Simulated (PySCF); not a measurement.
(methylthio)acetonitrile, C3H5NS, SMILES CSCC#N, point group C1.

Level: PBE0/pcSseg-1 in PySCF (density fitting, grid level 2); geometry and Hessian at that level, cubic constants and property derivatives from steps of ±0.6 along each species' dimensionless normal coordinates, second-order vibrational perturbation theory. The parent has the commonest isotopes.

Equilibrium geometry (Å):

| atom | x | y | z |
| --- | --- | --- | --- |
| C1 | -1.5511 | 0.0801 | 0.1431 |
| S2 | -0.3654 | -1.2441 | 0.4679 |
| C3 | 1.1081 | -0.5421 | -0.3353 |
| C4 | 1.5657 | 0.6967 | 0.2694 |
| N5 | 1.8964 | 1.6936 | 0.7455 |
| H6 | -1.7106 | 0.2222 | -0.9307 |
| H7 | -2.4947 | -0.2324 | 0.5989 |
| H8 | -1.2336 | 1.0199 | 0.6058 |
| H9 | 1.8947 | -1.2998 | -0.2509 |
| H10 | 0.9259 | -0.3755 | -1.4040 |

Give the equilibrium and ground-state rotational constants (MHz) of parent; ¹³C at 4.


```tsv
species	Ae	Be	Ce	A0	B0	C0	Δ0 (u Å²)	harmonic ZPE (cm⁻¹)
parent	7834.8	2564.6	2139.3	7814.4	2549.1	2124.3	-25.024	16515
¹³C at 4	7833.1	2534.7	2118.5	7812.7	2519.5	2103.6	-25.033	16469
```

Δ0 = Ic − Ia − Ib from the ground-state constants.

How is the parent's vibrational correction B0 − Be made up?


```tsv
axis	harmonic	Coriolis	cubic	total (MHz)
a	18.4	-16.4	-22.3	-20.4
b	5.31	-2.11	-18.7	-15.5
c	1.93	-1.69	-15.3	-15.1
```

And its quartic centrifugal distortion constants from the harmonic force field?

Asymmetric top, A reduction, Ir representation: ΔJ = 2.17 kHz, ΔJK = -3.16 kHz, ΔK = 20 kHz, δJ = 0.654 kHz, δK = 9.21 kHz.

A mode lies under 250 cm⁻¹, where this perturbation treatment is rough. Internal rotors are held in one well.
